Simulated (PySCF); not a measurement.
# C2H5: EPR parameters at several levels of theory

Aim: compute the EPR parameters of C2H5 (`[CH2]C`) at several levels, and see how far they spread and what each costs.

The runs use PySCF 2.14.0, with density-fitted response routines of our own; the level of theory stands in each step. All values are computed, except where a source is named. Atoms count from 0, in the outputs and in this text.

## Step 1: The starting structure

7 atoms, charge 0, multiplicity 2; geometry from: GFN2-xTB.

Bonds of the start (Å): C0–C1 1.47, C0–H2 1.07, C0–H3 1.07, C1–H4 1.10, C1–H5 1.09, C1–H6 1.09.

## Step 2: Optimising the geometry at PBE0-D3(BJ)/def2-SVP

Job settings and geometry (Å):

```
{"job": {"xc": "PBE0", "basis": "def2-SVP", "d3": "d3bj", "grid": 1, "kind": "geom"}, "charge": 0, "multiplicity": 2}
C      0.846040    -0.124000    -0.020080
C     -0.606600     0.105340    -0.014890
H      1.537140     0.693920     0.003400
H      1.233130    -1.124040    -0.001470
H     -1.056080    -0.205340     0.937450
H     -0.843670     1.154700    -0.172320
H     -1.103280    -0.490770    -0.786250
```

Log:

```text
step   0  E = -78.99748201  max force = 0.013575
step   1  E = -78.99852063  max force = 0.002250
step   2  E = -78.99853270  max force = 0.001030
step   3  E = -78.99854437  max force = 0.000334
optimisation converged
```

Wall time 2.6 s (1 thread, shared host).

Along the way:

```csv
step,energy from step 0 (eV),largest force component (eV/Å)
0,0.0000,0.6981
1,-0.0283,0.1157
2,-0.0286,0.0530
3,-0.0289,0.0172
```

Close pairs (by a distance rule), those that changed most:

```csv
bond,before (Å),after (Å),change (Å)
C0–H2,1.071,1.092,+0.021
C0–H3,1.073,1.093,+0.021
C1–H5,1.087,1.100,+0.013
C0–C1,1.471,1.482,+0.011
C1–H6,1.094,1.105,+0.011
C1–H4,1.098,1.108,+0.010
```

The next job starts from the end point, and lists it.

```
                         at the end point                  value
  point group (found at 0.08 Å tolerance)                     C1
rotational constants (GHz, main isotopes)  102.5, 22.777, 21.070
                        dipole moment (D)                   0.27
                                     ⟨S²⟩                  0.755
```

## Step 3: EPR parameters: B3LYP/IGLO-III+pcH-1

Job settings and geometry (Å):

```
{"job": {"kind": "epr"}, "charge": 0, "multiplicity": 2}
C      0.854285    -0.126210    -0.024352
C     -0.609465     0.103816    -0.014683
H      1.565826     0.701617     0.007601
H      1.257721    -1.141829    -0.002170
H     -1.070908    -0.200655     0.945802
H     -0.865512     1.161482    -0.174272
H     -1.125266    -0.488412    -0.792086
```

With the program's defaults for keys left out, this is: UKS B3LYP, IGLO-III on C, pcH-1 on H, non-relativistic, mean-field spin-orbit, GIAO.

Log:

```text
UKS, coarse grid
  cycle   1  E = -79.16897708  |g| = 2.06e-01
  cycle   2  E = -79.16241647  |g| = 2.39e-01
  cycle   3  E = -79.19282779  |g| = 1.33e-02
  cycle   4  E = -79.19296240  |g| = 3.80e-03
  cycle   5  E = -79.19297510  |g| = 1.14e-03
  cycle   6  E = -79.19297651  |g| = 4.00e-04
UKS, final grid
  cycle   1  E = -79.19297303  |g| = 4.26e-04
  cycle   2  E = -79.19297301  |g| = 4.97e-04
  cycle   3  E = -79.19297313  |g| = 2.57e-05
  cycle   4  E = -79.19297313  |g| = 1.32e-05
internal stability: stable
E = -79.19297313 Eh   <S^2> = 0.7541 (exact 0.7500)
g shifts (ppm)      1          2          3
  rmc          -132       -132       -132
  gc              7         36         24
  oz_so          -5        582        769
  total        -129        486        661
hyperfine (MHz)  atom isotope    a_iso     a_fc   dipolar eigenvalues
    0   13C      86.33      86.33    -79.55    -78.61    158.16
    1   13C     -34.15     -34.15     -2.77      0.79      1.99
    2    1H     -66.07     -66.07    -38.80      0.27     38.53
    3    1H     -63.77     -63.77    -38.26     -0.35     38.61
    4    1H     147.45     147.45     -5.28     -3.29      8.57
    5    1H       7.57       7.57     -4.65     -3.73      8.38
    6    1H      97.44      97.44     -5.03     -3.76      8.79
```

Wall time 6.5 s (1 thread, shared host).

Principal g values 2.00219, 2.00281, 2.00298; g(iso) = 2.00266, against 2.00232 for a free electron.

Mean a(iso) over the nuclei that a row names, and the largest dipolar term of the row (other rows stand at the frozen geometry):

| nuclei | isotope | a(iso) (MHz) | a(iso) (G, at g = 2.0023) | largest dipolar term (MHz) | measured (MHz) |
| --- | --- | --- | --- | --- | --- |
| C0 | 13C | 86.3 | 30.8 | 158.2 | 109.5 |
| H4, H5, H6 | 1H | 84.2 | 30.0 | 8.8 | 75.3 |
| H2, H3 | 1H | -64.9 | -23.2 | -38.8 | -62.7 |
| C1 | 13C | -34.1 | -12.2 | -2.8 | -38.0 |

Measured: solution or matrix (EPR); Pople, Beveridge, Approximate Molecular Orbital Theory, McGraw-Hill 1970 (compilation of measured values). Many experiments give no sign.

Mulliken spin populations:

| atom | value (e) |
| --- | --- |
| C0 | 1.10 |
| C1 | -0.10 |
| H2 | -0.05 |
| H3 | -0.05 |
| H4 | 0.06 |
| H5 | 0.00 |
| H6 | 0.04 |

In first order the couplings over 0.8 MHz of 1H give 12 distinct lines over 136.4 G, if the averaged nuclei exchange fast.

## Step 4: EPR parameters: PBE/IGLO-III+pcH-1

Settings changed since step 3:

```diff
@@ -1,2 +1,2 @@
-{"job": {"kind": "epr"}, "charge": 0, "multiplicity": 2}
+{"job": {"kind": "epr", "xc": "PBE"}, "charge": 0, "multiplicity": 2}
 C      0.854285    -0.126210    -0.024352
```

Level: UKS PBE, IGLO-III on C, pcH-1 on H, non-relativistic, mean-field spin-orbit, GIAO.

Log:

```text
UKS, coarse grid
  cycle   1  E = -79.02363576  |g| = 2.74e-01
  cycle   2  E = -78.97067917  |g| = 4.13e-01
  cycle   3  E = -79.06565428  |g| = 1.87e-02
  cycle   4  E = -79.06581441  |g| = 8.01e-03
  cycle   5  E = -79.06583940  |g| = 3.95e-03
  cycle   6  E = -79.06584716  |g| = 1.07e-03
  cycle   7  E = -79.06584772  |g| = 1.01e-04
UKS, final grid
  cycle   1  E = -79.06585027  |g| = 6.15e-05
  cycle   2  E = -79.06585027  |g| = 6.90e-05
  cycle   3  E = -79.06585027  |g| = 1.41e-05
internal stability: stable
E = -79.06585027 Eh   <S^2> = 0.7537 (exact 0.7500)
g shifts (ppm)      1          2          3
  rmc          -129       -129       -129
  gc              8         36         24
  oz_so          -5        589        767
  total        -126        496        662
hyperfine (MHz)  atom isotope    a_iso     a_fc   dipolar eigenvalues
    0   13C      68.58      68.58    -78.15    -77.51    155.65
    1   13C     -31.67     -31.67     -3.18      1.29      1.90
    2    1H     -63.49     -63.49    -37.99      1.12     36.87
    3    1H     -61.21     -61.21    -37.47      0.48     36.99
    4    1H     145.27     145.27     -5.36     -3.09      8.45
    5    1H       6.40       6.40     -4.45     -3.65      8.10
    6    1H      95.78      95.78     -5.08     -3.53      8.62
```

Wall time 4.7 s (1 thread, shared host).

In short: g(iso) 2.00266.

## Step 5: EPR parameters: PBE0/IGLO-III+pcH-1

Settings changed since step 4:

```diff
@@ -1,2 +1,2 @@
-{"job": {"kind": "epr", "xc": "PBE"}, "charge": 0, "multiplicity": 2}
+{"job": {"kind": "epr", "xc": "PBE0"}, "charge": 0, "multiplicity": 2}
 C      0.854285    -0.126210    -0.024352
```

Level: UKS PBE0, IGLO-III on C, pcH-1 on H, non-relativistic, mean-field spin-orbit, GIAO.

Log:

```text
UKS, coarse grid
  cycle   1  E = -79.06323397  |g| = 1.79e-01
  cycle   2  E = -79.06408163  |g| = 1.85e-01
  cycle   3  E = -79.08219063  |g| = 1.42e-02
  cycle   4  E = -79.08236906  |g| = 3.69e-03
  cycle   5  E = -79.08238458  |g| = 1.31e-03
  cycle   6  E = -79.08238652  |g| = 6.17e-04
UKS, final grid
  cycle   1  E = -79.08239091  |g| = 5.94e-04
  cycle   2  E = -79.08239090  |g| = 6.39e-04
  cycle   3  E = -79.08239109  |g| = 3.95e-05
  cycle   4  E = -79.08239109  |g| = 1.99e-05
internal stability: stable
E = -79.08239109 Eh   <S^2> = 0.7551 (exact 0.7500)
g shifts (ppm)      1          2          3
  rmc          -129       -129       -129
  gc              7         35         24
  oz_so          -3        558        738
  total        -125        464        633
hyperfine (MHz)  atom isotope    a_iso     a_fc   dipolar eigenvalues
    0   13C      86.76      86.76    -78.31    -77.48    155.79
    1   13C     -37.52     -37.52     -2.44      0.62      1.82
    2    1H     -73.22     -73.22    -39.16      0.95     38.21
    3    1H     -70.67     -70.67    -38.66      0.33     38.33
    4    1H     138.85     138.85     -5.02     -3.30      8.32
    5    1H       7.58       7.58     -4.74     -3.54      8.28
    6    1H      91.95      91.95     -4.90     -3.70      8.60
```

It took 6 s on 1 thread, shared host.

Key values: g(iso) 2.00264.

## Step 6: g tensor and hyperfine couplings: BHandHLYP/IGLO-III+pcH-1

Settings changed since step 5:

```diff
@@ -1,2 +1,2 @@
-{"job": {"kind": "epr", "xc": "PBE0"}, "charge": 0, "multiplicity": 2}
+{"job": {"kind": "epr", "xc": "BHandHLYP"}, "charge": 0, "multiplicity": 2}
 C      0.854285    -0.126210    -0.024352
```

Level: UKS BHandHLYP, IGLO-III on C, pcH-1 on H, non-relativistic, mean-field spin-orbit, GIAO.

Log:

```text
UKS, coarse grid
  cycle   1  E = -79.11931216  |g| = 1.36e-01
  cycle   2  E = -79.12939725  |g| = 7.74e-02
  cycle   3  E = -79.13249910  |g| = 2.44e-02
  cycle   4  E = -79.13293744  |g| = 4.05e-03
  cycle   5  E = -79.13296709  |g| = 1.50e-03
  cycle   6  E = -79.13296979  |g| = 7.37e-04
UKS, final grid
  cycle   1  E = -79.13296825  |g| = 5.18e-04
  cycle   2  E = -79.13296836  |g| = 3.99e-04
  cycle   3  E = -79.13296843  |g| = 8.19e-05
  cycle   4  E = -79.13296845  |g| = 1.51e-05
  cycle   5  E = -79.13296845  |g| = 3.93e-06
internal stability: stable
E = -79.13296845 Eh   <S^2> = 0.7558 (exact 0.7500)
g shifts (ppm)      1          2          3
  rmc          -132       -132       -132
  gc              6         36         24
  oz_so          -3        547        734
  total        -128        451        626
hyperfine (MHz)  atom isotope    a_iso     a_fc   dipolar eigenvalues
    0   13C     114.94     114.94    -79.33    -78.16    157.49
    1   13C     -42.07     -42.07     -2.04      0.03      2.01
    2    1H     -78.34     -78.34    -40.00      0.10     39.90
    3    1H     -75.51     -75.51    -39.46     -0.51     39.97
    4    1H     143.72     143.72     -4.88     -3.54      8.42
    5    1H       9.33       9.33     -4.95     -3.57      8.52
    6    1H      95.50      95.50     -4.85     -3.90      8.75
```

It took 6.4 s on 1 thread, shared host.

In short: g(iso) 2.00264.

## Step 7: g tensor and hyperfine couplings: HF/IGLO-III+pcH-1

Settings changed since step 6:

```diff
@@ -1,2 +1,2 @@
-{"job": {"kind": "epr", "xc": "BHandHLYP"}, "charge": 0, "multiplicity": 2}
+{"job": {"kind": "epr", "xc": "HF"}, "charge": 0, "multiplicity": 2}
 C      0.854285    -0.126210    -0.024352
```

With the program's defaults for keys left out, this is: UKS HF, IGLO-III on C, pcH-1 on H, non-relativistic, mean-field spin-orbit, GIAO.

Log:

```text
UKS, final grid
  cycle   1  E = -78.59255486  |g| = 1.85e-01
  cycle   2  E = -78.62103093  |g| = 6.40e-02
  cycle   3  E = -78.62488352  |g| = 2.56e-02
  cycle   4  E = -78.62559826  |g| = 1.04e-02
  cycle   5  E = -78.62579718  |g| = 4.41e-03
  cycle   6  E = -78.62583729  |g| = 1.52e-03
  cycle   7  E = -78.62584194  |g| = 5.45e-04
  cycle   8  E = -78.62584246  |g| = 2.24e-04
  cycle   9  E = -78.62584255  |g| = 7.61e-05
  cycle  10  E = -78.62584256  |g| = 3.12e-05
  cycle  11  E = -78.62584256  |g| = 1.21e-05
  cycle  12  E = -78.62584256  |g| = 4.37e-06
internal stability: stable
E = -78.62584256 Eh   <S^2> = 0.7641 (exact 0.7500)
g shifts (ppm)      1          2          3
  rmc          -132       -132       -132
  gc              6         36         23
  oz_so           2        442        613
  total        -123        347        504
hyperfine (MHz)  atom isotope    a_iso     a_fc   dipolar eigenvalues
    0   13C     182.02     182.02    -77.00    -75.10    152.10
    1   13C     -73.18     -73.18     -0.50     -0.19      0.70
    2    1H    -130.02    -130.02    -43.90     -1.46     45.36
    3    1H    -125.45    -125.45    -43.39     -2.07     45.47
    4    1H     134.66     134.66     -5.41     -3.26      8.68
    5    1H      15.80      15.80     -6.04     -2.60      8.64
    6    1H      91.77      91.77     -5.78     -3.15      8.93
```

Run time: 3.1 s. Hardware: 1 thread, shared host.

Key values: g(iso) 2.00256.

## Step 8: g tensor and hyperfine couplings: CAM-B3LYP/IGLO-III+pcH-1

Settings changed since step 7:

```diff
@@ -1,2 +1,2 @@
-{"job": {"kind": "epr", "xc": "HF"}, "charge": 0, "multiplicity": 2}
+{"job": {"kind": "epr", "xc": "CAM-B3LYP"}, "charge": 0, "multiplicity": 2}
 C      0.854285    -0.126210    -0.024352
```

Level: UKS CAM-B3LYP, IGLO-III on C, pcH-1 on H, non-relativistic, mean-field spin-orbit, GIAO.

Log:

```text
UKS, coarse grid
  cycle   1  E = -79.12406820  |g| = 1.37e-01
  cycle   2  E = -79.13059223  |g| = 9.91e-02
  cycle   3  E = -79.13553454  |g| = 1.72e-02
  cycle   4  E = -79.13579924  |g| = 3.62e-03
  cycle   5  E = -79.13582141  |g| = 1.77e-03
  cycle   6  E = -79.13582428  |g| = 6.81e-04
UKS, final grid
  cycle   1  E = -79.13582114  |g| = 4.92e-04
  cycle   2  E = -79.13582122  |g| = 4.13e-04
  cycle   3  E = -79.13582130  |g| = 7.20e-05
  cycle   4  E = -79.13582131  |g| = 1.54e-05
internal stability: stable
E = -79.13582131 Eh   <S^2> = 0.7543 (exact 0.7500)
g shifts (ppm)      1          2          3
  rmc          -132       -132       -132
  gc              6         35         23
  oz_so          -3        596        791
  total        -129        500        682
hyperfine (MHz)  atom isotope    a_iso     a_fc   dipolar eigenvalues
    0   13C      79.94      79.94    -80.16    -79.10    159.27
    1   13C     -34.71     -34.71     -2.52      0.50      2.01
    2    1H     -67.22     -67.22    -39.13      0.06     39.07
    3    1H     -65.18     -65.18    -38.61     -0.54     39.14
    4    1H     145.14     145.14     -5.16     -3.35      8.52
    5    1H       7.54       7.54     -4.74     -3.69      8.43
    6    1H      95.95      95.95     -5.00     -3.78      8.78
```

Run time: 7.5 s. Hardware: 1 thread, shared host.

In short: g(iso) 2.00267.

## Step 9: Run by run: EPR parameters

g, ⟨S²⟩ and isotropic hyperfine couplings (MHz), with basis size and wall time:

```
                     run   g(iso)   ⟨S²⟩  13C C0  1H H4 (mean)  1H H2 (mean)  13C C1  functions   time
    B3LYP/IGLO-III+pcH-1  2.00266  0.754    86.3          84.2         -64.9   -34.1        120  6.5 s
      PBE/IGLO-III+pcH-1  2.00266  0.754    68.6          82.5         -62.3   -31.7        120  4.7 s
     PBE0/IGLO-III+pcH-1  2.00264  0.755    86.8          79.5         -71.9   -37.5        120    6 s
BHandHLYP/IGLO-III+pcH-1  2.00264  0.756   114.9          82.9         -76.9   -42.1        120  6.4 s
       HF/IGLO-III+pcH-1  2.00256  0.764   182.0          80.7        -127.7   -73.2        120  3.1 s
CAM-B3LYP/IGLO-III+pcH-1  2.00267  0.754    79.9          82.9         -66.2   -34.7        120  7.5 s
                measured        –      –   109.5          75.3         -62.7   -38.0          –      –
```

Measured: solution or matrix (EPR); Pople, Beveridge, Approximate Molecular Orbital Theory, McGraw-Hill 1970 (compilation of measured values).

## Step 10: Results

| quantity | value |
| --- | --- |
| point group | C1 |
| rotational constants (main isotopes) | 102.52, 22.78, 21.07 GHz |
| g(iso) (B3LYP) | 2.00266 |
| ⟨S²⟩ | 0.754 (exact 0.75) |
| largest a(iso) (averaged by class) | 13C on C0, 86.3 MHz |

Single values in the summary come from the first run of each kind that ended normally (B3LYP/IGLO-III+pcH-1), which need not be the best level. The optimisation took 3 steps and gained 0.029 eV; among the close pairs (by a distance rule), C0–H2 changed most, from 1.071 to 1.092 Å. No frequency check was run at this level, so the end point may be a saddle. C0 carries the largest spin population, 1.10 e. The isotropic g lies 0.3 ppt above the free-electron value. In size, the 4 measured couplings are missed by 9.5 MHz on average; matrix, vibration and temperature are not in the model. The coupling of 13C on C0 runs from 68.6 (PBE/IGLO-III+pcH-1) to 182.0 MHz (HF/IGLO-III+pcH-1). For the 4 measured hyperfine couplings, BHandHLYP/IGLO-III+pcH-1 misses least (7.8 MHz, 6.4 s) and HF/IGLO-III+pcH-1 most (44.5 MHz, 3.1 s). One molecule ranks no method: errors cancel, and vibration and temperature are missing from all runs.
